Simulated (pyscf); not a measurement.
This saddle point was located with ωB97X-D3(BJ)/def2-SVP in PySCF.

```
C
Cl 1 1.7152
Cl 1 1.7155 2 115.00
Cl 1 1.7167 2 114.96 3 136.90
Cl 1 2.2389 2 103.76 3 -112.27
Cl 5 2.2224 1 171.98 2 45.96
```
Charge 0, spin multiplicity 2.

Surface: doublet, charge 0. Lowest wavenumbers (cm⁻¹): 434i, 15, 37, 136, 142.

Which two sides does it connect, and which bonds change?

`[Cl][C]([Cl])([Cl])[Cl]` + `[Cl]` [doublet] ⇌ `[Cl][Cl]` + `[Cl][C]([Cl])[Cl]` [doublet], an atom transfer read from left to right: C–Cl broken and Cl–Cl formed. At ωB97M-D3(BJ)/def2-TZVP it lies +15.8 kcal/mol from the left side and +6.1 kcal/mol from the right (each side as separated species at their lowest minima found). One saddle was located; it need not be the lowest between these sides. The angle at the transferred Cl is 172°. Left out: the spin-orbit lowering of Cl.
